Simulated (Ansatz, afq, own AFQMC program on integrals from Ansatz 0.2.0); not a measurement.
AFQMC on a folder of integrals that Ansatz 0.2.0 wrote.

```yaml
crystal:
  periodic: [false, false, false]
  atoms:
    - {symbol: Si, position_ang: [-0.006834, 0.000000, 1.147946]}
    - {symbol: Al, position_ang: [-0.074061, 0.000000, -1.113916]}
    - {symbol: H, position_ang: [0.828756, 1.024945, 0.213016]}
    - {symbol: H, position_ang: [0.828757, -1.024944, 0.213016]}
    - {symbol: H, position_ang: [0.515433, 0.000000, -2.594301]}
basis:
  gaussian: {orbitals: cc-pVDZ}
magnetization: {spin_polarized: false}
correlation: {method: ccsd_t, electrons: outside_noble_gas, hamiltonian_folder: ham}
```

```sh
$ ansatz run in.yaml --threads 1 --pin off --events-out ev --progress --plain --max-ram 1843MiB
```

Options of the walk:

```
--method free --trial cisd --walkers 20 --time-step 0.05 --max-blocks 30 --target-error 0.00076 --factor-cut 1e-05 --seed 7228 --times 0.0,0.5,1.0,2.0,3.0,4.0 --taylor-order 4
```

Times are imaginary, in 1/Eh. The walk had a cap of 262 s.

Log:

```
orbitals 41  electrons 5 5  factors 320 of 495
reference energy -532.51283830 Eh
CCSD correlation -0.20552542 Eh in 11 cycles, weight of the determinant in the CISD state 0.8563
repeat  energy at the last time / Eh  error
    10  -532.721805  0.003559
    20  -532.723901  0.002454
    30  -532.725249  0.002030
time / (1/Eh)  energy / Eh  error  mean overlap
  0.00  -532.718245  0.000586  1.1691
  0.50  -532.723018  0.000552  1.1930
  1.00  -532.725303  0.000706  1.1822
  2.00  -532.727122  0.000888  1.1853
  3.00  -532.727427  0.001142  1.1862
  4.00  -532.725249  0.002030  1.4245
energy -532.725249 +/- 0.002030 Eh
```

The run passed its tests (error under three times the target), which doesn't prove that it has relaxed.

Against this walk (error 55.2 meV) on the same determinant: CCSD(T) 26.7 meV lower (within the noise), CCSDT(Q) 76.5 meV lower (within the noise). The error is statistical, and a free projection of finite length keeps a remainder of its start. The last points scatter (meV from the last: 61 ± 15 at 0.50, -1 ± 19 at 1.00, -51 ± 24 at 2.00, -59 ± 31 at 3.00, 0 ± 55 at 4.00); the last is the one printed as the energy, and the gaps above move with that scatter.

Cautions: remainder of the start not in the error; error above the target (55.2 against 20.7 meV); so few walkers bias the energy; the time-step error isn't removed.

The walk took 9.7 s on 1 thread of Arm Neoverse V2, with other jobs on the host. The log's last line is the free-projection energy.

CCSDT and higher add their correlation energy to the determinant of the CCSD(T) run, since their own runs factorise the integrals more tightly (a shift of under 2 meV). A walk keeps the symmetry of its determinant, which the program's search chose and which needn't be the lowest solution, so a lower state of the same spin and another symmetry isn't excluded.
